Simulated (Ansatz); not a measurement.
The cluster Na₃H₄, relaxed as a doublet with UKS PBE-D4/def2-TZVP in Ansatz, starting from the GFN1-xTB geometry. Force threshold 0.02 eV/Å.

The relaxation made no stability test and no search for a lower SCF solution. The structure comes from a short search, and lower isomers may exist.

Start:

```xyz
7

Na    1.2060   -1.2507   -0.3460
Na    0.8274    1.5934    0.9267
Na   -1.4548    0.1245   -0.6093
H    -1.0238    1.8327    0.3694
H    -0.2963   -1.2417   -1.6084
H    -1.3894   -1.2730    0.7566
H     2.1308    0.2148    0.5109
```

Estimate the energy that the relaxation releases and the steps that it takes.

1.84 eV, in 24 steps; 29 s on 4 threads of Arm Neoverse V2 on a shared host. No frequencies were taken in this run, so the end may be a saddle point.

Does the start keep its bonding?

Bonds lost: Na1–H5, Na3–H5, Na3–H6 (atoms count from 1). The end holds 2 separate pieces.

Predict the relaxed structure.


```xyz
7

Na    1.9012   -0.5448   -1.4164
Na    0.4160    0.9913    1.2706
Na   -1.1346    1.2013   -1.7844
H    -1.1614    1.7498    0.1932
H    -0.8890   -1.4924    0.2665
H    -1.1577   -1.8214    0.8909
H     2.0256   -0.0838    0.5797
```
Bond lengths (bridged metal pairs left out): 1 × Na–Na 3.52 Å; 4 × H–Na 2.05 to 2.06 Å.
